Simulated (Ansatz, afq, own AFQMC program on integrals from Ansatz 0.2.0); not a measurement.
# Al₂H₂ (triplet): AFQMC on the coupled-cluster ladder, 6-31G

One table from this session's results is given with a row withheld; the runs are named, their logs left out.

Method: 6-31G, frozen cores; program: Ansatz 0.2.0, Gaussian basis, and an in-house AFQMC program (afq) on its integrals; all values are calculated.

Plan: Full CI; PBE (unrestricted); r2SCAN (unrestricted); PBE0 (unrestricted); B3LYP (unrestricted); wB97M-V (unrestricted); B2PLYP (unrestricted); CCSD(T) on ROHF; Full CI; Full CI (quintet); CCSDT(Q) on ROHF; Phaseless AFQMC, CISD trial on ROHF; CCSD(T) on UHF; Full CI; CCSDT(Q) on UHF; CCSD(T) on UHF.

3 further runs of the same task are left out: 3 that didn't finish.

### What is computed

The geometry is a PBE0/def2-TZVP stationary point (not a proven minimum) of the parent state, kept for this charge and spin.

4 atoms, charge 0, spin multiplicity 3.

Atoms are counted from 1 here; the program's logs count them from 0.

Bond lengths: Al1–Al2 2.635 Å, Al1–H3 1.622 Å, Al2–H4 1.622 Å. Angles: Al2–Al1–H3 120.2°, Al1–Al2–H4 120.2°.

Coordinates:

```xyz
4

Al    0.00000   -0.15350    1.30839
Al    0.00000    0.15350   -1.30839
H     0.00000    1.14390    2.28252
H     0.00000   -1.14390   -2.28252
```

Set-up of the first run:

The input, in.yaml:

```yaml
crystal:
  periodic: [false, false, false]
  atoms:
    - {symbol: Al, position_ang: [0.000000, -0.153504, 1.308389]}
    - {symbol: Al, position_ang: [0.000000, 0.153504, -1.308389]}
    - {symbol: H, position_ang: [0.000000, 1.143898, 2.282516]}
    - {symbol: H, position_ang: [0.000000, -1.143898, -2.282516]}
basis:
  gaussian: {orbitals: 6-31G}
magnetization: {spin_polarized: false, initial_magnetization: 2}
correlation: {method: fci, electrons: outside_noble_gas}
```

Command:

```bash
> ansatz run in.yaml --threads 1 --pin off --events-out ev --progress --plain --max-ram 1843MiB
```

Steps of the session up to this table: Full CI; PBE (unrestricted); r2SCAN (unrestricted); PBE0 (unrestricted); B3LYP (unrestricted); wB97M-V (unrestricted); B2PLYP (unrestricted); CCSD(T) on ROHF; Full CI (quintet); CCSDT(Q) on ROHF; Phaseless AFQMC, CISD trial on ROHF; CCSD(T) on UHF; CCSDT(Q) on UHF.

One of the session's tables, all rows but one given; the rest of the session is left out.

On the ROHF determinant, counted from full CI (exact for this spin and basis):

| level | from full CI (meV) |
| --- | --- |
| HF | +2640.7 |
| MP2 | +810.7 |
| CCSD | +112.4 |
| CCSD(T) | +41.7 |
| CCSDT(Q) | ? |
| full CI | 0.0 |
| Phaseless AFQMC, CISD trial, step 0.005, 140 walkers | +15.9 |

**Question.** Estimate the row for CCSDT(Q).

The run gave: from full CI (meV): +2.4. In the column «from full CI (meV)» it lies between full CI (0.0) and Phaseless AFQMC, CISD trial, step 0.005, 140 walkers (+15.9).

The functionals' totals stand on their own zeros and serve differences with other points: PBE -13214.669 eV; r2SCAN -13220.635 eV; PBE0 -13215.851 eV; B3LYP -13223.258 eV; wB97M-V -13220.717 eV; B2PLYP -13214.815 eV.

Caveats from the session: On the ROHF determinant, counted from full CI (exact for this spin and basis): On ROHF the phaseless walk with the CISD trial lies +15.9 meV from full CI, within three error bars. Error bars are statistical and leave out the constraint, the time step and what remains of the start.
